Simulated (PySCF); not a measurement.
# SiH2O2 (SMILES O[Si]O): M06-2X/aug-cc-pVDZ

Aim: the energy change on altering one bond length of SiH2O2 at M06-2X/aug-cc-pVDZ, from 2 runs. Input form: a Python script.

The results are computed with PySCF 2.14.0.

1 further run of the same task is left out (set aside as unsound or not needed).

### 1 The system as given

The species is SiH2O2 (5 atoms), meant as a singlet with charge 0. As SMILES, `O[Si]O`. The shape is that of a PBE0-D4/def2-TZVP optimisation. This is one conformer, not always the lowest.

Bond lengths: O1–Si2 1.642 Å, Si2–O3 1.663 Å, O1–H4 0.964 Å, O3–H5 0.960 Å. Angles: O1–Si2–O3 99.4°, Si2–O1–H4 117.5°, Si2–O3–H5 116.1°.

### 2 The energy at M06-2X/aug-cc-pVDZ

File input.py:

```python
from pyscf import gto, dft

mol = gto.Mole()
mol.atom = '''
O     -2.727253    -0.199555    -0.519675
Si    -0.400622    -1.495340     1.072798
O      1.957756     0.354324     0.129635
H     -2.327954     1.226243    -1.580000
H      3.592558    -0.024755     0.819007
'''
mol.unit = 'bohr'
mol.max_memory = 1860
mol.spin = 0
mol.verbose = 3
mol.basis = 'aug-cc-pvdz'
mol.build()

ks = dft.RKS(mol, xc='m06-2x')
ks.conv_tol = 1e-10
ks.grids.level = 5
ks.kernel()
if not ks.converged:
    ks = ks.newton().run(ks.mo_coeff, ks.mo_occ)

energy = ks.e_tot
print(f'total energy: {energy:.8f} hartree')
```

Started as:

```console
$ OMP_NUM_THREADS=1 python input.py
```

The program printed:

```text
converged SCF energy = -441.153368111195
total energy: -441.15336811 hartree
```

Wall time 24 s (1 thread of Intel Xeon at 2.70GHz, shared host); peak memory 0.5 GiB.

### 3 The distorted shape, same level

File job.py:

```python
from pyscf import gto, dft

mol = gto.Mole()
mol.atom = [
    ('O', (-1.875757, -0.005298, -0.457403)),
    ('Si', (-0.644557, -0.690998, 0.385297)),
    ('O', (0.603443, 0.287802, -0.113803)),
    ('H', (-1.664457, 0.749202, -1.018503)),
    ('H', (1.901100, -0.013100, 0.433400)),
]
mol.spin = 0
mol.charge = 0
mol.max_memory = 1860
mol.verbose = 4
mol.basis = 'aug-cc-pvdz'
mol.build()

mf = dft.RKS(mol)
mf.xc = 'm06-2x'
mf.grids.level = 5
mf.conv_tol = 1e-10
mf.kernel()
if not mf.converged:
    mf = mf.newton().run(mf.mo_coeff, mf.mo_occ)

etot = mf.e_tot
print(f'total energy: {etot:.8f} hartree')
```

Started as:

```console
$ OMP_NUM_THREADS=1 python job.py
```

The program printed:

```text
PySCF version 2.14.0

[INPUT] num. atoms = 5
[INPUT] num. electrons = 32
[INPUT] charge = 0
[INPUT] spin (= nelec alpha-beta = 2S) = 0
[INPUT] symmetry False subgroup None
[INPUT] Mole.unit = angstrom
[INPUT] Symbol           X                Y                Z      unit          X                Y                Z       unit  Magmom
[INPUT]  1 O     -1.875757000000  -0.005298000000  -0.457403000000 AA   -3.544667006236  -0.010011769008  -0.864366398554 Bohr   0.0
[INPUT]  2 Si    -0.644557000000  -0.690998000000   0.385297000000 AA   -1.218036201671  -1.305796972622   0.728105806617 Bohr   0.0
[INPUT]  3 O      0.603443000000   0.287802000000  -0.113803000000 AA    1.140342001786   0.543866958102  -0.215056502154 Bohr   0.0
[INPUT]  4 H     -1.664457000000   0.749202000000  -1.018503000000 AA   -3.145367876115   1.415786591976  -1.924691727048 Bohr   0.0
[INPUT]  5 H      1.901100000000  -0.013100000000   0.433400000000 AA    3.592558335411  -0.024755412232   0.819007302386 Bohr   0.0

nuclear repulsion = 101.53826434115
number of shells = 34
number of NR pGTOs = 142
number of NR cGTOs = 91
basis = aug-cc-pvdz
ecp = {}

******** <class 'pyscf.dft.rks.RKS'> ********
method = RKS
initial guess = minao
damping factor = 0
level_shift factor = 0
DIIS = <class 'pyscf.scf.diis.CDIIS'>
diis_start_cycle = 1
diis_space = 8
diis_damp = 0
SCF conv_tol = 1e-10
SCF conv_tol_grad = None
SCF max_cycles = 50
direct_scf = True
direct_scf_tol = 1e-13
XC library pyscf.dft.libxc version 7.0.0
    S. Lehtola, C. Steigemann, M. J.T. Oliveira, and M. A.L. Marques.,  SoftwareX 7, 1–5 (2018)
XC functionals = m06-2x
    Y. Zhao and D. G. Truhlar.,  Theor. Chem. Acc. 120, 215 (2008)
    Y. Zhao and D. G. Truhlar.,  Theor. Chem. Acc. 120, 215 (2008)
radial grids:
    Treutler-Ahlrichs [JCP 102, 346 (1995); DOI:10.1063/1.469408] (M4) radial grids

becke partition: Becke, JCP 88, 2547 (1988); DOI:10.1063/1.454033
pruning grids: <function nwchem_prune>
grids dens level: 5
symmetrized grids: False
atomic radii adjust function: <function treutler_atomic_radii_adjust>
small_rho_cutoff = 0
Set gradient conv threshold to 1e-05
Initial guess from minao.
tot grids = 176592
init E= -441.045254447627
  HOMO = -0.270196081156867  LUMO = -0.097390496548682  gap/eV = 4.70228
cycle= 1 E= -440.901146883895  delta_E= 0.144  |g|= 0.85  |ddm|= 2.22
  HOMO = -0.229239631696531  LUMO = -0.0411713714179189  gap/eV = 5.11760
cycle= 2 E= -440.647573986631  delta_E= 0.254  |g|= 1.41  |ddm|= 1.57
  HOMO = -0.29619974271122  LUMO = -0.0792756096056766  gap/eV = 5.90281
cycle= 3 E= -441.059245446296  delta_E= -0.412  |g|= 0.124  |ddm|= 0.93
  HOMO = -0.294198355740101  LUMO = -0.0628750169815042  gap/eV = 6.29463
cycle= 4 E= -441.061423061572  delta_E= -0.00218  |g|= 0.0786  |ddm|= 0.142
  HOMO = -0.295066125134386  LUMO = -0.0600947433262178  gap/eV = 6.39390
cycle= 5 E= -441.062620304656  delta_E= -0.0012  |g|= 0.00787  |ddm|= 0.056
  HOMO = -0.294733395561656  LUMO = -0.0592983718674862  gap/eV = 6.40651
cycle= 6 E= -441.062642989096  delta_E= -2.27e-05  |g|= 0.00168  |ddm|= 0.0106
  HOMO = -0.294803456099258  LUMO = -0.0592356582651323  gap/eV = 6.41013
cycle= 7 E= -441.06264605663  delta_E= -3.07e-06  |g|= 0.000491  |ddm|= 0.00529
  HOMO = -0.294750820357533  LUMO = -0.0592440814554003  gap/eV = 6.40846
cycle= 8 E= -441.06264646671  delta_E= -4.1e-07  |g|= 0.000173  |ddm|= 0.00206
  HOMO = -0.294758231839587  LUMO = -0.059238756698722  gap/eV = 6.40881
cycle= 9 E= -441.062646528002  delta_E= -6.13e-08  |g|= 5.19e-05  |ddm|= 0.000964
  HOMO = -0.294745656970993  LUMO = -0.0592367049264593  gap/eV = 6.40853
cycle= 10 E= -441.06264653068  delta_E= -2.68e-09  |g|= 1.43e-05  |ddm|= 0.000198
  HOMO = -0.29474814601878  LUMO = -0.0592376051816559  gap/eV = 6.40857
cycle= 11 E= -441.062646530772  delta_E= -9.16e-11  |g|= 5.62e-06  |ddm|= 3.62e-05
  HOMO = -0.294747139029427  LUMO = -0.0592380142486473  gap/eV = 6.40853
Extra cycle  E= -441.062646530775  delta_E= -2.96e-12  |g|= 7.32e-06  |ddm|= 9.39e-06
converged SCF energy = -441.062646530775
total energy: -441.06264653 hartree
```

Wall time 23 s (1 thread of Intel Xeon at 2.70GHz, shared host); peak memory 0.5 GiB.

### 4 Outcome

Level: M06-2X/aug-cc-pVDZ.

| quantity | value |
| --- | --- |
| first shape: total energy | -441.15337 Eh |
| first shape: dipole moment | 1.77 D |
| first shape: HOMO energy | -8.22 eV |
| first shape: LUMO energy | -0.48 eV |
| first shape: HOMO–LUMO gap | 7.75 eV |
| distorted shape: total energy | -441.06265 Eh |
| distorted shape: dipole moment | 2.35 D |
| distorted shape: HOMO energy | -8.02 eV |
| distorted shape: LUMO energy | -1.61 eV |
| distorted shape: HOMO–LUMO gap | 6.41 eV |
| energy change with the O3–H5 bond stretched from 0.960 to 1.440 Å | 2.469 eV |

With the O3–H5 bond stretched from 0.960 to 1.440 Å the energy rises by 2.47 eV (238 kJ/mol). The first shape isn't relaxed at this level, so the change isn't measured from a minimum.
